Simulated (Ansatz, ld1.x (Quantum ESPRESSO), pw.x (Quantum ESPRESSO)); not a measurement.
Mg (Z = 12): does the TM potential hold in the solid?

| Property | Result |
| --- | --- |
| Element | magnesium (Mg) |
| Generator | ld1.x (Quantum ESPRESSO) 7.5 |
| Type | norm-conserving Troullier–Martins (Kleinman–Bylander form) |
| Functional | LDA (PW92) |
| Relativity | scalar-relativistic |
| Frozen core | [Ne] |
| Valence charge | 2 |
| Reference configuration | 3s2 3p0 |
| Partial waves | 3s (bound): rc 1.85 bohr; 3p (bound, empty): rc 3.15 bohr |
| Local potential | the p channel |
| Core correction | Bessel-smoothed model core, default radius (core density twice the valence density) |

Atomic tests: cutoffs needed: 8 Ry and 21 Ry (the cutoffs (Ry, on a coarse ladder) from which the occupation-weighted sum of valence levels, in a spherical-Bessel basis at the reference potential, stays within 10 and 1 mRy of its value at 400 Ry); ghost test: no extra level below or beside the all-electron valence levels (s, p, d, f tested) (spherical-Bessel basis up to 400 Ry, 20 bohr box); largest excitation error: -15 meV (all-electron minus pseudo) for 3s0 3p1, out of 5 test configurations.

Crystal test: sc Mg in pw.x 7.5, no spin, 11³ k-points, Fermi–Dirac smearing 0.01 Ry, cutoffs 50/200 Ry. The reference is all-electron LAPW (Ansatz 0.2.0) with the same functional, mesh and smearing; V0 and B0 come from Birch–Murnaghan fits to the pressures at five volumes. Errors are pseudo minus all-electron; Δ is the rms difference of the E(V) curves that follow from these fits, minima aligned, over ±6 % about the mean V0. Mesh and smearing are coarse, so the numbers serve the comparison and aren't converged zero-temperature values; the lattice is a test structure that the element need not adopt.

All-electron: a0 = 2.960 Å (V0 = 25.94 Å³/atom), B0 = 25.1 GPa.

How far does the potential miss the all-electron equation of state?

mean pressure error (GPa): +1.18; a0 (Å): 3.005; a0 error (%): +1.50; B0 error (%): -2.9; Δ (meV/atom): 6.4. The largest radius (3.15 bohr) exceeds half the bond length (2.80 bohr), so the spheres overlap, which is one possible source of error among others. This is a poor potential for the solid.

```
V (Å³/atom)  P all-electron (GPa)  P pseudo (GPa)
     24.787                  1.25            2.64
     25.440                  0.51            1.79
     26.092                 -0.14            1.03
     26.744                 -0.72            0.36
     27.397                 -1.23           -0.23
```

At the middle volume, how do free energy and pressure move when the wave cutoff is lowered (ecutrho kept at four times it)?

| cutoff (Ry) | shift of F (meV/atom) | shift of P (GPa) |
| --- | --- | --- |
| 22 | +6.0 | -0.12 |
| 30 | +3.2 | +0.01 |
| 40 | +1.3 | -0.03 |

Input at the middle volume:

```
&control
  calculation='scf', prefix='x', pseudo_dir='./', outdir='./tmp', tstress=.true., disk_io='low'
/
&system
  ibrav=0, nat=1, ntyp=1, ecutwfc=50, ecutrho=200, nbnd=8,
  occupations='smearing', smearing='fd', degauss=0.01
/
&electrons
  conv_thr=1e-09, mixing_beta=0.4, electron_maxstep=70
/
ATOMIC_SPECIES
Mg 1.0 Mg.UPF
CELL_PARAMETERS angstrom
  2.96598618 0.00000000 0.00000000
  0.00000000 2.96598618 0.00000000
  0.00000000 0.00000000 2.96598618
ATOMIC_POSITIONS crystal
Mg 0.0000 0.0000 0.0000
K_POINTS automatic
11 11 11 0 0 0
```

```bash
pw.x < Mg.scf.in > Mg.scf.out
```

Lines of the output:

```
Message from routine setup:
     using ibrav=0 with symmetry is DISCOURAGED, use correct ibrav instead
     lattice parameter (alat)  =       5.6049  a.u.
     unit-cell volume          =     176.0775 (a.u.)^3
     number of electrons       =         2.00
     number of Kohn-Sham states=            8
     kinetic-energy cutoff     =      50.0000  Ry
     charge density cutoff     =     200.0000  Ry
     scf convergence threshold =      1.0E-09
     Exchange-correlation= PW
     number of k points=    56  Fermi-Dirac smearing, width (Ry)=  0.0100
     iteration #  1     ecut=    50.00 Ry     beta= 0.40
     total energy              =      -5.24378746 Ry
     estimated scf accuracy    <       0.00299208 Ry
     iteration #  2     ecut=    50.00 Ry     beta= 0.40
     total energy              =      -5.24340192 Ry
     estimated scf accuracy    <       0.00093450 Ry
     iteration #  3     ecut=    50.00 Ry     beta= 0.40
     total energy              =      -5.24344250 Ry
     estimated scf accuracy    <       0.00000163 Ry
     iteration #  4     ecut=    50.00 Ry     beta= 0.40
     total energy              =      -5.24344328 Ry
     estimated scf accuracy    <       0.00000008 Ry
     iteration #  5     ecut=    50.00 Ry     beta= 0.40
     total energy              =      -5.24344329 Ry
     estimated scf accuracy    <       0.00000002 Ry
     iteration #  6     ecut=    50.00 Ry     beta= 0.40
     the Fermi energy is     2.6878 ev
!    total energy              =      -5.24344329 Ry
     estimated scf accuracy    <          6.6E-10 Ry
     smearing contrib. (-TS)   =      -0.00175493 Ry
     The total energy is F=E-TS. E is the sum of the following terms:
     one-electron contribution =       1.18685784 Ry
     hartree contribution      =       0.00521635 Ry
     xc contribution           =      -4.40889381 Ry
     ewald contribution        =      -2.02486875 Ry
     convergence has been achieved in   6 iterations
          total   stress  (Ry/bohr**3)                   (kbar)     P=       10.29
```

The run at the middle volume (56 k-points, 6 iterations) took about 1.6 s on one core of a shared host (AMD EPYC 9R45 96-Core Processor, 96 threads, 376 GiB, load 30).
